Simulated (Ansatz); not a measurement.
A run for Ansatz (an electronic-structure program): R-B3LYP/def2-TZVPPD on HF (SMILES F) with ghost functions. Files ending in .json are basis or fitting sets from the Basis Set Exchange.

Ansatz 0.2 input:
```yaml
crystal:
  periodic: [false, false, false]
  atoms:
    - {symbol: F, position_ang: [1.32373600, -0.09022600, -0.00000700]}
    - {symbol: H, position_ang: [1.74043700, 0.73339000, 0.00001300]}
basis:
  gaussian:
    orbitals: def2-TZVPPD.json
    ghost_atoms:
      - {symbol: F, position_ang: [-1.45719500, 0.01925700, -0.00001100]}
      - {symbol: H, position_ang: [-0.53931000, -0.09466400, 0.00014500]}
hamiltonian:
  xc: {name: B3LYP}
scf: {lower_state_search: off}
```

Output:

```
WARN ansatz: RAYON_NUM_THREADS=1 ignored (pool sized by the plan → 1); use --threads N
Functional definition: B3LYP
these checks for a lower state are left out or cut short: stability, starts, cluster_reference, orbital_swaps, neighbouring_geometries, increment
integrals: 0.02 GiB planned
500 factors; their error is unknown
mean field: 0.23 GiB planned
mean field evaluation 1: about -2733.0344 eV, gradient 3.4e1 eV
mean field evaluation 2: about -2730.1958 eV, gradient 5.8e1 eV
mean field evaluation 4: about -2734.6075 eV, gradient 1.8e-1 eV
mean field evaluation 8: about -2734.6145 eV, gradient 8.6e-3 eV
mean field -2734.61449895 eV, -100.4952292482 hartree, gradient 4.4e-6 eV, S^2 0.000000; 0 other end points of the search recorded, 0 dependent functions left out
reference -2734.61467163 eV, -100.4952355938 hartree; 5, 5 occupied and 109, 109 virtual orbitals, 500 factors
Total energy: -2734.61467163 eV, -100.4952355938 hartree
Checks for a lower state left out: stability, starts, cluster_reference, orbital_swaps, neighbouring_geometries, increment
```

The run converged.

Cost: around 0.6 core-seconds (rough).
